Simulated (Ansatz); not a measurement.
# PF3 (singlet): the correlation ladder, cc-pV(Q+d)Z

One table from this session's results is given with a row withheld; the runs are named, their logs left out.

Program: Ansatz 0.2.0, Gaussian basis. Level of theory: cc-pV(Q+d)Z, core rule «outside noble gas», up to 8 orbitals frozen. These are calculated values, not measurements.

To be run: UHF; CCSD(T) on RHF; BCCD(T) on RHF.

14 further runs of the same task are left out: 4 for a known fault of the program, 1 that didn't finish, 9 set aside as unsound or not needed.

### What is computed

The geometry is an MP2(full)/6-31G* stationary point (not a proven minimum).

4 atoms, charge 0, spin multiplicity 1.

Atoms are counted from 1 here; the program's logs count them from 0.

Bond lengths: P1–F2 1.593 Å, P1–F3 1.593 Å, P1–F4 1.593 Å. Angles: F2–P1–F3 97.6°, F2–P1–F4 97.6°, F3–P1–F4 97.6°.

The first run:

in.yaml

```yaml
crystal:
  periodic: [false, false, false]
  atoms:
    - {symbol: P, position_ang: [0.000000, 0.000000, 0.510743]}
    - {symbol: F, position_ang: [0.000000, 1.383861, -0.277561]}
    - {symbol: F, position_ang: [1.198459, -0.691931, -0.277561]}
    - {symbol: F, position_ang: [-1.198459, -0.691931, -0.277561]}
basis:
  gaussian: {orbitals: "cc-pV(Q+d)Z.json"}
magnetization: {spin_polarized: true, initial_magnetization: 0}
hamiltonian: {xc: hf}
output: {orbitals: {seedname: orbitals}}
```

Run with:

```bash
ansatz run in.yaml --threads 1 --pin off --events-out ev --progress --plain --max-ram 4096MiB --backend cpu
```

Steps of the session up to this table: UHF; CCSD(T) on RHF; BCCD(T) on RHF.

One of the session's tables, all rows but one given; the rest of the session is left out.

| method | from RCCSD(T) (kJ/mol) |
| --- | --- |
| RHF | +2662.6 |
| RMP2 | ? |
| RCCSD | +90.1 |
| RCCSD(T) | 0 |
| BCCD(T) | -1.3 |

**Question.** Estimate the row for RMP2.

The run gave: from RCCSD(T) (kJ/mol): +86.6. In the column «from RCCSD(T) (kJ/mol)» it lies between RCCSD(T) (0) and RCCSD (+90.1).

With the free atoms at the same levels and basis (separate runs), the atomisation energy is 15.475 eV at RCCSD(T), 10.166 eV at RHF.
